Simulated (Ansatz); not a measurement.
# The cluster Pd2H−: the relaxed shape and its frontier levels

Aim: characterise the cluster Pd2H− as a singlet: its structure, frontier levels and distribution of charge.

Computed with Ansatz 0.2.0, Gaussian basis. Level: RKS PBE0-D4/def2-TZVPD.

The runs, in order: relaxation at r2SCAN-D4/def2-TZVPD; a single point at PBE0-D4/def2-TZVPD.

4 further runs of the same task are left out: 4 set aside as unsound or not needed. Runs told in other sessions of the task aren't counted.

**1. The system as given**

3 atoms, charge -1, spin multiplicity 1.

Atoms are counted from 1 here; the program's logs count them from 0.

Bond lengths: Pd1–Pd2 2.498 Å, Pd2–H3 1.762 Å. Angles: Pd1–Pd2–H3 179.8°.

As a file:

```xyz
3

Pd   -0.87849   -2.04964    0.31732
Pd    0.09736    0.22230   -0.03531
H     0.78113    1.82734   -0.28200
```

Pd takes a core potential in the def2 sets. No spin-orbit coupling is included. The ion is computed in the gas phase, without counter-ions or solvent.

The start is a GFN2-xTB geometry.

**2. Relaxation at r2SCAN-D4/def2-TZVPD**

Contents of in.yaml:

```yaml
crystal:
  periodic: [false, false, false]
  atoms:
    - {symbol: Pd, position_ang: [-0.878490, -2.049640, 0.317320]}
    - {symbol: Pd, position_ang: [0.097360, 0.222300, -0.035310]}
    - {symbol: H, position_ang: [0.781130, 1.827340, -0.282000]}
basis:
  gaussian: {orbitals: def2-TZVPD}
total_charge: -1
hamiltonian: {xc: r2scan, dispersion: d4}
scf: {omitted_lower_state_checks: [starts]}
output: {orbitals: {seedname: orbitals}}
relax: {f_tol: 0.02, max_steps: 100}
```

The run is started by

```sh
$ ansatz run in.yaml --threads 4 --pin off --events-out ev --progress --plain --max-ram 3916MiB
```

The runs that follow: Single point, PBE0-D4/def2-TZVPD.

**Question.** What will the summary of the whole plan be? Wanted: point group; Pd–Pd bond; HOMO, LUMO at PBE0-D4/def2-TZVPD.

**Answer**, as computed:

```
                        quantity          value
                     point group             Cs
                      Pd–Pd bond        2.474 Å
HOMO, LUMO at PBE0-D4/def2-TZVPD  0.29, 2.53 eV
```

In words: The molecule keeps its bonding pattern by the stored test; the atoms moved 0.78 Å (rms), and the angle Pd1–Pd2–H3 went from 180° to 95°. No usable vibrations, so a minimum isn't proven. The HOMO lies nearest to Pd1 78 %; Pd2 20 % and the LUMO to Pd1 66 %; Pd2 22 %. Doubts on the single point: highest occupied level lies above zero. Whether this spin is the lowest isn't tested here.

The anion's highest level is positive in at least one run, so there the basis alone may hold the extra electron.
